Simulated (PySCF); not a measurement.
Compound: C5H8F (doublet state).
Numbering: `[CH3:1][C:2]1([F:3])[CH2:4][CH:5][CH2:6]1` (hydrogens: H7, H8, H9 on C1; H10, H11 on C4; H12 on C5; H13, H14 on C6)

The calculation used UKS B3LYP, pcH-1 on C F H, non-relativistic, mean-field spin-orbit, GIAO (PySCF 2.14.0). Isolated species at its GFN2-xTB geometry, gas phase. The geometry wasn't refined by DFT: couplings that depend on bond lengths, twists or pyramidal angles can differ widely from those at the functional's own minimum. No stability test was run, so a lower SCF solution isn't excluded.

Match the computed a_iso(13C) values +95.2, -35.7, +10.1, -1.4 MHz (means over equivalent nuclei) with the sites C1; C2; C4/C6; C5.

| site | a_iso (MHz) | ρ(0) (bohr⁻³) | position | distance from C5 (Å) | spin population | largest \|T\| (MHz) |
| --- | --- | --- | --- | --- | --- | --- |
| C1 | -1.4 | -0.0013 | 3 bonds from C5 | 3.21 | 0.00 | 0.7 |
| C2 | +10.1 | +0.0089 | 2 bonds from C5 | 2.10 | +0.01 | 2.9 |
| C4/C6 | -35.7 | -0.0317 | 1 bond from C5 | 1.48 | -0.09 | 2.8 |
| C5 | +95.2 | +0.0847 | largest spin population | 0.00 | +1.01 | 161.4 |

Match the computed a_iso(1H) values +133.5, +101.3, -64.2, -0.1 MHz (means over equivalent nuclei) with the sites H7/H8/H9; H10/H14; H11/H13; H12.

```tsv
site	a_iso (MHz)	ρ(0) (bohr⁻³)	position	distance from C5 (Å)	bound to	spin population there	largest |T| (MHz)
H7/H8/H9	-0.1	0.0000	4 bonds from C5	3.66	C1	0.00	3.0
H10/H14	+133.5	+0.0299	β, 2 bonds from C5	2.19	C4/C6	-0.09	8.6
H11/H13	+101.3	+0.0227	β, 2 bonds from C5	2.21	C4/C6	-0.09	8.1
H12	-64.2	-0.0144	α, 1 bond from C5	1.07	C5	+1.01	38.8
```

ρ(0) is the spin density at the nucleus and T the dipolar tensor; entries for several nuclei are means. The Mulliken spin populations are largest on C5 (+1.01), C4 (-0.09) and C6 (-0.09). C5 is the only atom above +0.15. The angles at C5 add up to 359.8°, so it is planar; its axial dipolar tensor and the negative coupling of its proton fit spin in a p orbital normal to that plane.

Means are taken over nuclei equivalent by connectivity, which assumes that they swap fast.
